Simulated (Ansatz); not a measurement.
# Heat of formation of CHCl3 (chloroform) from total energies

The species is CHCl3 (5 atoms), meant as a singlet with charge 0. SMILES: `ClC(Cl)Cl`. The coordinates come from a PBE0-D4/def2-TZVP relaxation.

Total energies at HF/3-21G (Ansatz 0.2.0); the atoms run unrestricted:

| species | state | energy (Eh) |
| --- | --- | --- |
| CHCl3 | singlet | -1410.075950 |
| Cl | doublet | -457.276552 |
| C | triplet | -37.481070 |
| H | doublet | -0.496199 |

Harmonic wavenumbers at PBE0-D4/def2-TZVP, in cm⁻¹: 261, 261, 371, 685, 781, 781, 1237, 1237, 3179.

Measured heats of formation of the gaseous atoms at 298.15 K, in kJ/mol: Cl 121.3, C 716.9, H 218.0. Spin-orbit lowering of the atoms at 298 K (mean of the ground term's levels less their thermal mean, from spectra), in kJ/mol: Cl 3.44, C 0.02. Take 1 Eh = 2625.50 kJ/mol, 1 cm⁻¹ = 0.0119627 kJ/mol, RT = 2.479 kJ/mol.

Problem. Work out the heat of formation of the gas at 298 K.

Solution. 
1. Electronic atomisation energy: 3 × (-457.276552) + (-37.481070) + (-0.496199) − (-1410.075950) = 0.269025 Eh = 706.3 kJ/mol.
2. Zero-point energy: half the sum of the wavenumbers, 4396.5 cm⁻¹ = 52.6 kJ/mol.
3. Thermal vibrational enthalpy, Σ hcν̃/(exp(hcν̃/kT) − 1): 4.2 kJ/mol. Translation, rotation and pV of a non-linear molecule: 4 RT = 9.9 kJ/mol.
4. The 5 free atoms carry 5/2 RT each: 31.0 kJ/mol.
5. Spin-orbit coupling lowers the free atoms by 3 × 3.44 + 0.02 = 10.3 kJ/mol.
6. Atomisation enthalpy at 298 K: 706.3 − 10.3 − 52.6 − 4.2 − 9.9 + 31.0 = 660.3 kJ/mol.
7. Sum of the atoms' heats of formation: 1298.8 kJ/mol. Heat of formation: 1298.8 − 660.3 = +638.5 kJ/mol.

The tabulated value is -103.5 kJ/mol (Active Thermochemical Tables), so this level is off by +742.0 kJ/mol, or 52.9 % of the atomisation enthalpy that the table implies (1402.3 kJ/mol). Hartree–Fock leaves out correlation, which is larger in the molecule than in the atoms, so it underbinds and puts the heat of formation too high. A basis without polarisation functions underbinds badly. Anharmonicity and any spin-orbit splitting of the molecule are left out.
